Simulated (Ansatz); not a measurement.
**How the LA phonon frequency at L of zinc-blende GaP moves with the method**

No measured value is used here.

```json
[
 {"level (code)": "LDA (Ansatz)", "value (cm⁻¹)": "?", "cell (Å³/atom)": "19.59"},
 {"level (code)": "BLYP (Ansatz)", "value (cm⁻¹)": "217", "cell (Å³/atom)": "21.93"},
 {"level (code)": "PBE (Ansatz)", "value (cm⁻¹)": "224", "cell (Å³/atom)": "20.87"},
 {"level (code)": "PBE-D3(BJ) (Ansatz)", "value (cm⁻¹)": "231", "cell (Å³/atom)": "20.19"},
 {"level (code)": "r²SCAN+rVV10 (Ansatz)", "value (cm⁻¹)": "235", "cell (Å³/atom)": "20.08"},
 {"level (code)": "PBE0 (Ansatz)", "value (cm⁻¹)": "?", "cell (Å³/atom)": "20.35"},
 {"level (code)": "Hartree–Fock (Ansatz)", "value (cm⁻¹)": "249", "cell (Å³/atom)": "21.35"}
]
```

Fill in the missing entries.


- LDA (Ansatz, a first-principles code), value (cm⁻¹): 233
- PBE0 (Ansatz), value (cm⁻¹): 237

PBE-D3(BJ): the dispersion coefficients are held fixed in the derivatives. Each level is taken at its own relaxed cell. Cutoffs and k meshes differ between the levels. Ansatz's density-functional and Hartree–Fock values are scalar-relativistic unless marked +SOC, with PAW data made under PBE.
